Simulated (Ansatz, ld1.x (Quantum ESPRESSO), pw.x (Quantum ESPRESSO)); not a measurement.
# What a changed setting does to a pw.x run (fcc P)

Potential: norm-conserving RRKJ (Kleinman–Bylander form), ld1.x (Quantum ESPRESSO) 7.5, LDA (PW92); core [Ne], reference 3s2 3p2; waves: 3s (bound): rc 1.35 bohr; 3p (bound): rc 1.20 bohr; 3d channel at 0.05 Ry: rc 1.40 bohr; local part: all-electron potential smoothed inside 1.15 bohr (lloc = -1); core correction: none; rho0 0.001.

The reference run (k-mesh 15³, cutoffs 110/440 Ry, Fermi–Dirac 0.01 Ry, mixing_beta 0.4, conv_thr 1e-9, no spin) gives -1.90 GPa at 14.020 Å³/atom, where all-electron LAPW gives -0.67 GPa. This run, with its own iteration cap, changes nbnd to 1, a wrong or extreme entry chosen on purpose.

```
&control
  calculation='scf', prefix='x', pseudo_dir='./', outdir='./tmp', tstress=.true., disk_io='none'
/
&system
  ibrav=0, nat=1, ntyp=1, ecutwfc=110, ecutrho=440, nbnd=1,
  occupations='smearing', smearing='fd', degauss=0.01
/
&electrons
  conv_thr=1e-09, mixing_beta=0.4, electron_maxstep=70
/
ATOMIC_SPECIES
P 1.0 P.UPF
CELL_PARAMETERS angstrom
  0.00000000 1.91384167 1.91384167
  1.91384167 0.00000000 1.91384167
  1.91384167 1.91384167 0.00000000
ATOMIC_POSITIONS crystal
P 0.0000 0.0000 0.0000
K_POINTS automatic
15 15 15 0 0 0
```

```bash
pw.x < P.scf.in > P.scf.out
```

Problem. How does the run end?

Solution. It stops with "setup: too few bands". There must be at least as many bands as half the electrons, and more with smearing.

```
Error in routine setup (1):
     too few bands
```
